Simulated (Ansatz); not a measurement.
Other spins and charges of Ge2HF (H-bridged), singlet at one geometry

Geometry (PBE0/def2-TZVP stationary point for this spin, not checked as a minimum):

```csv
atom,x (Å),y (Å),z (Å)
F,-0.0458,-1.4271,0.0000
Ge,0.0148,0.1825,-1.1977
Ge,0.0148,0.1825,1.1977
H,-1.2672,0.5962,0.0000
```

Basis cc-pVDZ; Ansatz 0.2.0. Correlated methods freeze the noble-gas cores and the filled d shells of p-block atoms. R marks a restricted (for open shells ROHF) determinant. No spin–orbit coupling is included, and no scalar relativity.

Gaps are energies of the second state less the first, at fixed atoms, for a selection of the levels run; each method lands on the state that its own search finds for that charge and spin.

Triplet less singlet: 1.730 eV at RCCSDT(Q).

| level | gap (eV) | error (meV) |
| --- | --- | --- |
| RMP2 | 1.695 | -35 |
| RCCSD(T) | 1.721 | -9 |
| BCCD(T) | 1.722 | -8 |
| RCCSDT | 1.720 | -10 |
| PBE | 1.606 | -124 |
| r2SCAN | 1.511 | -219 |
| B3LYP | 1.667 | -63 |
| wB97M-V | 1.700 | -30 |
| B2PLYP | 1.697 | -33 |
| RPA-PBE | 1.735 | 5 |

Q: PBE gives 7.649 eV for removing an electron, to the doublet. Estimate what RCCSDT(Q) gives in cc-pVDZ.

A: RCCSDT(Q) in cc-pVDZ gives 7.588 eV, so against it PBE is off by 0.061 eV, of which a good part can be the reference's own basis and frozen-core error.

| level | gap (eV) | error (meV) |
| --- | --- | --- |
| RHF | 7.063 | -525 |
| RCCSD | 7.557 | -31 |
| RCCSD(T) | 7.580 | -8 |
| BCCD(T) | 7.581 | -7 |
| RCCSDT | 7.578 | -10 |
| r2SCAN | 7.744 | 156 |
| PBE0 | 7.721 | 133 |
| wB97M-V | 7.697 | 109 |
| RPA-PBE | 7.688 | 100 |

In so small a basis the reference is far from its limit while semilocal and hybrid functionals are nearer theirs (RPA and double hybrids share part of the reference's basis error), so the functionals' errors here hold much of the reference's basis and frozen-core error, which can add to them or hide them.

Full CI isn't at hand for all of this; RCCSDT(Q) serves as the reference, and is uncertain by the last step of the cluster series or more.
